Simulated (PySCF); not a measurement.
Work out the structure from these simulated measurements.

Formula: C5H12P; charge +1.

| Item | Value |
| --- | --- |
| 13C NMR | chemical shifts (computed TMS as zero) by class: 26.1 (1 C), 17.8 (1 C), 15.4 (1 C), 6.7 (1 C), 1.2 (1 C) ppm [GIAO KT2/pcSseg-1] |
| Valence photoelectron | vertical ionisation energy: 14.80 eV [ΔSCF B3LYP/def2-SVPD] |
| Triplet | lowest triplet excitation (Tamm–Dancoff): 6.09 eV [TDA B3LYP/def2-SVPD] |
| XPS | P2p3/2 142.7, C1s 295.1, C1s 295.7, C1s 295.8, C1s 295.9, C1s 296.0, P1s 2156.3 eV [ΔSCF SCAN, pcX-2 on the ionised atom, pcseg-1 elsewhere, spin-free X2C, 2p3/2 from a spin–orbit splitting computed afterwards within the 2p shell] |
| Rotational structure | rotational constants A, B, C: 3.982, 2.219, 1.831 GHz [PBE0-D3(BJ)/def2-SVP] |
| UV, first state | lowest singlet excitation: 7.55 eV (164 nm, f = 0.108) [TDDFT B3LYP/def2-SVPD] |

Electronic properties: PySCF, gas phase, density fitting. Levels stand in brackets. Geometry: PBE0-D3(BJ)/def2-SVP; no solvent, vibrations or thermal averaging. Each NMR value is the plain mean over a class of atoms that symmetry, rotation or inversion makes alike.

Question: Give a SMILES that accounts for the data.

Answer: Numbering: `[CH3:1][C@@H:2]1[CH2:3][P+:4]1([CH3:5])[CH3:6]`. 5 carbons fall into 5 classes; from least to most shielded: ring sp3 carbon bound to phosphorus [C2] (26.1 ppm), ring sp3 carbon bound to phosphorus [C3] (17.8 ppm), methyl carbon [C1] (15.4 ppm), chain sp3 carbon bound to phosphorus [C5] (6.7 ppm), chain sp3 carbon bound to phosphorus [C6] (1.2 ppm). The core levels belong to: P2p3/2 142.7 eV, phosphonium phosphorus [P4]; C1s 295.1 eV, methyl carbon [C1]; C1s 295.7 eV, sp3 carbon bound to phosphorus [C3]; C1s 295.8 eV, sp3 carbon bound to phosphorus [C2]; C1s 295.9 eV, sp3 carbon bound to phosphorus [C5]; C1s 296.0 eV, sp3 carbon bound to phosphorus [C6]; P1s 2156.3 eV, phosphonium phosphorus [P4]. The first electron is taken from the HOMO, whose largest Löwdin shares are 0.28 on the phosphonium phosphorus, 0.21 on an sp3 carbon bound to phosphorus, 0.13 on an sp3 carbon bound to phosphorus and 0.09 on the methyl carbon. The optimised geometry has point group C1 and is an asymmetric top. Structure: `C[P+]1(C[C@H]1C)C`. Computed isomers that give other values at the same levels: `C/C=C/[PH2+]CC` (lowest singlet excitation: 6.59 eV (188 nm, f = 0.610)); `C[PH+](C)C1CC1` (rotational constant A: 4.576 GHz; this holds for the one conformer computed). The assignments are read from this structure; whether some other isomer fits the data as well wasn't checked. The mirror image fits equally.
